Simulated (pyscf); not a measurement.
Elementary routes open to H₃C–CH₂–GaH₂ in the gas phase (singlet surface):
A. H₃C–GaH–CH₃ (C–C, Ga–H broken; C–Ga, C–H formed)
B. H₃C–CH₂–Ga [singlet] + H₂ (Ga–H, Ga–H broken; H–H formed)

Structures and frequencies: ωB97X-D3(BJ)/def2-SVP in PySCF.

**Question.** Rank the routes by free-energy barrier at 298 K, lowest first, for ωB97M-D3(BJ)/def2-TZVP energies (ideal gas, 1 atm, RRHO with modes under 100 cm⁻¹ raised to 100, one conformer, R ln 2 for chiral ones without a mode under 150 cm⁻¹).

**Answer.** B (2.64 eV), A (3.30 eV)

Route B is the fastest of these, ahead of the next by 0.66 eV. The most stable products are those of A (ΔG = -0.49 eV), whose barrier is 0.66 eV higher: the kinetic and the thermodynamic product differ. At 1200 K B is still the fastest. Only these routes are compared; each barrier is that of the saddle found, and lower ones may exist. Elements up to Kr have no core potential and no relativistic terms here.
